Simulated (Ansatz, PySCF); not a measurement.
Molecule: SiO, charge 0, multiplicity 1. 
Coordinates optimised at B3LYP-D3(BJ)/def2-TZVP (Ansatz, an electronic-structure program):
```xyz
2

Si     0.0000     0.0000    -0.5502
O      0.0000     0.0000     0.9629
```
Charge 0, spin multiplicity 1.

Total electronic energies in hartree. Correlated levels leave the core frozen unless marked. Spin-orbit coupling is left out. No relativistic terms. Basis-set limits of correlation are two-point, X^-3; Hartree-Fock from the larger set (for Q and 5 zeta extrapolated as (X+1)exp(-9√X)).

```csv
level,program,energy (Eh)
HF/cc-pV(D+d)Z,Ansatz,-363.80040
HF/cc-pV(T+d)Z,Ansatz,-363.84295
RI-HF/cc-pV(T+d)Z,Ansatz,-363.84290
PBE/def2-TZVPD,Ansatz,-364.54568
revPBE-D4/def2-TZVPD,Ansatz + dftd4,-364.68921
BP86/def2-TZVPD,PySCF,-364.79684
B3LYP-D4/def2-TZVPD,Ansatz + dftd4,[?]
PBE0-D4/def2-TZVP,Ansatz + dftd4,-364.55885
BHLYP-D3(BJ)/def2-TZVPD,Ansatz + dftd3,[?]
TPSSh-D3(BJ)/def2-TZVPD,PySCF + dftd3,-364.77501
TPSSh-D4/def2-TZVPD,PySCF + dftd4,-364.77523
r2SCAN0/def2-TZVPD,Ansatz,[?]
B2GP-PLYP/def2-TZVPD,Ansatz,-364.55206
PBE-QIDH/def2-TZVPD,Ansatz,-364.46205
MP2/aug-cc-pV(T+d)Z,Ansatz,-364.18904
RI-MP2/cc-pV(Q+d)Z,Ansatz,-364.21358
SCS-MP2/def2-QZVPP,Ansatz,-364.21036
CCSD/6-31G*,Ansatz,-364.04928
CCSD(T)/STO-3G,Ansatz,-359.54649
CCSD(T)/def2-TZVPP,Ansatz,-364.19609
CCSD(T)/def2-QZVPPD,Ansatz,-364.23244
CCSDT/cc-pV(D+d)Z,Ansatz,-364.09192
"CCSD(T)/CBS(cc-pV(Q+d)Z,cc-pV(5+d)Z)",Ansatz,-364.2514
```

Task: What belongs in the gaps?

Result: 
- B3LYP-D4/def2-TZVPD, energy (Eh): -364.78913
- BHLYP-D3(BJ)/def2-TZVPD, energy (Eh): -364.72840
- r2SCAN0/def2-TZVPD, energy (Eh): -364.67714
